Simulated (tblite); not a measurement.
Compound: C₄H₄Cl₂.
SMILES with atom numbers: `[CH3:1][C:2]([Cl:3])=[C:4]=[CH:5][Cl:6]` (hydrogens: H7, H8, H9 on C1; H10 on C5)

Computed with GFN2-xTB (tblite), gas phase: L-BFGS steps from a force-field or distance-geometry start until the largest atomic force falls under 0.01 eV/Å.

Step 27: E = -534.4654 eV
```
atom  x, y, z in Å  |  force x, y, z in eV/Å
C1     -1.4280   -0.5298    0.4978    0.049   0.002  -0.081
C2     -0.5492    0.2231   -0.4495    0.002   0.001   0.110
Cl3    -1.3476    0.8741   -1.8588    0.053   0.009   0.072
C4      0.7095    0.4626   -0.2220    0.046  -0.044  -0.097
C5      1.9910    0.5264   -0.0410   -0.022   0.010   0.032
Cl6     3.0581   -0.7031   -0.6547    0.039  -0.007  -0.030
H7     -2.0989   -1.1801   -0.0559   -0.003  -0.049  -0.019
H8     -0.8065   -1.1197    1.1663   -0.052  -0.014   0.027
H9     -2.0306    0.1569    1.0859   -0.048   0.072   0.023
H10     2.5110    1.2944    0.5096   -0.065   0.021  -0.035
```

Step 28: E = -534.4668 eV
```
atom  x, y, z in Å  |  force x, y, z in eV/Å
C1     -1.4282   -0.5281    0.4968   -0.029  -0.015   0.017
C2     -0.5485    0.2217   -0.4466    0.002   0.009   0.055
Cl3    -1.3488    0.8706   -1.8551    0.052   0.032   0.048
C4      0.7106    0.4560   -0.2219    0.069  -0.022  -0.097
C5      1.9915    0.5250   -0.0430   -0.001  -0.020   0.025
Cl6     3.0665   -0.6944   -0.6608    0.042  -0.030  -0.040
H7     -2.0972   -1.1786   -0.0583   -0.020  -0.053  -0.017
H8     -0.8135   -1.1179    1.1712   -0.029  -0.020   0.025
H9     -2.0324    0.1610    1.0833   -0.038   0.045  -0.006
H10     2.5087    1.2894    0.5120   -0.046   0.075  -0.009
```

Problem. Estimate the geometry and energy of step 29. (The exact step hangs on the optimiser's Hessian estimate; all steps are aligned on step 28, rigid shifts and turns removed.)

Solution. E = -534.4680 eV, largest force 0.128 eV/Å
```
atom  x, y, z in Å  |  force x, y, z in eV/Å
C1     -1.4289   -0.5271    0.4964   -0.088  -0.022   0.090
C2     -0.5479    0.2215   -0.4430    0.014   0.010   0.007
Cl3    -1.3493    0.8693   -1.8505    0.044   0.052   0.022
C4      0.7126    0.4504   -0.2240    0.049  -0.013  -0.079
C5      1.9924    0.5236   -0.0445    0.026  -0.045   0.011
Cl6     3.0737   -0.6890   -0.6637    0.044  -0.042  -0.044
H7     -2.0958   -1.1783   -0.0611   -0.023  -0.043  -0.008
H8     -0.8194   -1.1173    1.1749   -0.016  -0.020   0.024
H9     -2.0350    0.1641    1.0815   -0.022   0.010  -0.035
H10     2.5064    1.2875    0.5115   -0.028   0.114   0.014
```

The energy changes by -0.0012 eV. The first-order estimate −F·Δx gives -0.0015 eV and the mean of the old and new forces, exact on a quadratic surface, -0.0012 eV. The step makes an angle of 64° with the force vector and moves no atom by more than 0.009 Å.

What follows is the cost of the whole relaxation. Hardware: one thread, Arm Neoverse V2 (aarch64) (shared host). Cost: 0.31 s.
